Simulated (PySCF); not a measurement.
Does the answer move with the share of exact exchange?

Compound: C3H5F.
Atom-mapped SMILES: `[CH3:1]/[CH:2]=[CH:3]/[F:4]` (hydrogens: H5, H6, H7 on C1; H8 on C2; H9 on C3)

PySCF, pcSseg-2 basis, density fitting, gas phase, PBE0-D3(BJ)/def2-SVP geometry. One functional is left out:

```csv
functional,exact exchange (%),HOMO energy (eV),LUMO energy (eV),dipole moment (D)
B97-D,0,-5.94,-0.48,1.585
BLYP,0,-5.86,-0.48,1.597
BP86,0,-6.07,-0.65,1.580
LDA,0,-6.14,-0.80,1.672
OPBE,0,-5.94,-0.45,1.518
PBE,0,-5.98,-0.58,1.572
B3LYP,20,-6.99,0.17,1.706
PBE0,25,-7.20,0.44,1.696
```

Question: Predict the row of mPW1PW91 (25 % exact exchange) by straight lines through the other rows, and check it.

Answer: 
```tsv
property	line	computed	computed − line	PBE0 (25 %), for comparison
HOMO energy (eV)	-7.22	-7.22	0.00	-7.20
LUMO energy (eV)	0.41	0.43	+0.02	0.44
dipole moment (D)	1.711	1.701	-0.010	1.696
```

Question: Which of these properties follows the share of exact exchange most closely, and which least?

Answer: Most closely the HOMO energy, least the dipole moment; the correlations over the tabulated rows are HOMO energy -0.986, LUMO energy 0.963, dipole moment 0.769. The HOMO energy moves by -0.491 eV for every 10 %. Functionals with the same share still differ in their other parts: at 0 % BLYP and LDA differ by 0.28 eV in it.
